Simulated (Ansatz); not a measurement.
`CC1OCCCO1`. The species carries charge 0 and has multiplicity 1. Geometry: relaxed with PBE0-D4/def2-TZVP.

```xyz
17

C    -2.251   -0.252    0.210
C    -0.852   -0.730   -0.084
O    -0.075   -0.527    1.064
C     1.305   -0.617    0.765
C     1.722    0.584   -0.084
C     0.486    1.043   -0.852
O    -0.294   -0.081   -1.210
H    -2.655   -0.784    1.073
H    -2.246    0.817    0.431
H    -2.890   -0.434   -0.654
H    -0.848   -1.799   -0.350
H     1.830   -0.653    1.720
H     1.505   -1.556    0.231
H     2.524    0.298   -0.769
H     2.093    1.401    0.541
H     0.746    1.544   -1.785
H    -0.101    1.744   -0.248
```

What is the dipole moment at r2SCAN/def2-TZVPP? (Estimate.)

Computed: 0.90 D, with components (0.79, 0.38, 0.17) D in this frame, pointing from negative to positive charge.

And with PBE, B3LYP, ωB97M-V? (Estimate.)

The calculation gave: PBE 0.88 D, B3LYP 0.94 D, ωB97M-V 0.94 D.

Give the Mulliken charges with r2SCAN, ωB97M-V, PBE in def2-TZVPP. (Estimate.)

Computed: 
```tsv
atom	r2SCAN	ωB97M-V	PBE
C1	-0.17	-0.29	-0.27
C2	0.40	0.22	0.26
O3	-0.34	-0.31	-0.27
C4	0.06	-0.09	-0.04
C5	-0.02	-0.13	-0.08
C6	0.07	-0.08	-0.03
O7	-0.35	-0.32	-0.28
H8	0.05	0.11	0.09
H9	0.04	0.09	0.07
H10	0.05	0.10	0.08
H11	0.00	0.09	0.04
H12	0.04	0.11	0.08
H13	0.04	0.11	0.07
H14	0.02	0.09	0.06
H15	0.02	0.09	0.05
H16	0.04	0.10	0.08
H17	0.04	0.11	0.07
```

B3LYP here is the variant with VWN-RPA as its local correlation; programs differ in this.
